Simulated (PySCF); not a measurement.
## C: ionisation energy

C [He] 2s2 2p2 (3P) → C⁺ [He] 2s2 2p1 (2P), as a difference of total energies. Calculation: PySCF 2.14, in x2c-QZVPPall with one added diffuse shell each of s, p, d, f type (8s5p4d3f1g, 73 functions); scalar relativity by spin-free X2C-1e. Correlated levels: valence and next inner shell: nothing frozen. The calculations carry no spin-orbit coupling.

```csv
method,ionisation energy (eV)
UHF,10.797
MP2 (valence and next inner shell),11.297
SCS-MP2 (valence and next inner shell),11.158
CCSD (valence and next inner shell),11.199
CCSD(T) (valence and next inner shell),11.227
```

Q: How much does correlation contribute at CCSD(T) (valence and next inner shell)?

A: 11.227 − (10.797) = 0.430 eV, measured against UHF.

Errors of the correlated levels include the incompleteness of this basis.

For comparison: 11.262 eV (measured; NIST levels, between the centres of gravity of the two terms).
